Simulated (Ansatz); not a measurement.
**Bulk modulus of rhombohedral A7 Sb: levels of theory against measurement**

Reference value: 39.5 GPa (measured, copied from a table, unchecked, extrapolated to 0 K and zero-point effects removed; as tabulated in Lejaeghere et al. (2013), arXiv:1204.2733).

**Question.** What do LDA, PBE, PBE+SOC, PBEsol, revPBE, RPBE, PBE-D4, PBEsol-D3(BJ), r²SCAN, r²SCAN+SOC, r²SCAN-D4, r²SCAN+rVV10 give, and how far is each from the reference?

**Answer.** 
| level (code) | value (GPa) | cell (Å³/atom) | error (%) |
|---|---|---|---|
| LDA (Ansatz) | 45.2 | 29.13 | +14.4 |
| PBE (Ansatz) | 29.8 | 31.85 | -25 |
| PBE+SOC (Ansatz) | 29.3 | 31.97 | -26 |
| PBEsol (Ansatz) | 42.0 | 29.79 | +6.3 |
| revPBE (Ansatz) | 22.4 | 32.92 | -43 |
| RPBE (Ansatz) | 18.6 | 33.41 | -53 |
| PBE-D4 (Ansatz) | 43.0 | 29.72 | +8.9 |
| PBEsol-D3(BJ) (Ansatz) | 50.5 | 28.15 | +28 |
| r²SCAN (Ansatz) | 27.8 | 31.57 | -30 |
| r²SCAN+SOC (Ansatz) | 27.5 | 31.66 | -30 |
| r²SCAN-D4 (Ansatz) | 33.2 | 30.79 | -15.9 |
| r²SCAN+rVV10 (Ansatz) | 35.4 | 30.65 | -10.4 |

Once the reference is moved by up to 10.0 % (a margin picked here for doubts on the reference and the settings) and values within 1.7 % count as equal, the nearest can be PBEsol (+6.3 %), PBE-D4 (+8.9 %) or r²SCAN+rVV10 (-10.4 %). Among them RPBE (-53 %) misses by most.

LDA: LDA has no dispersion term either, though it tends to give short spacings of layers, chains or molecules. PBE, PBE+SOC, revPBE, RPBE: for a layered or molecular solid the relaxed cell lies over 5 % above the published volume, where the minimum can be shallow. PBE, PBE+SOC, PBEsol, revPBE, RPBE, r²SCAN, r²SCAN+SOC: the cell comes from a level without a dispersion term, which matters for the spacing of layers, chains or molecules. Each level is taken at its own relaxed cell. Cutoffs differ between the levels. Ansatz's density-functional and Hartree–Fock values are scalar-relativistic unless marked +SOC, with PAW data made under PBE.

Differences are worked out from the printed values.

Ansatz is a first-principles code.
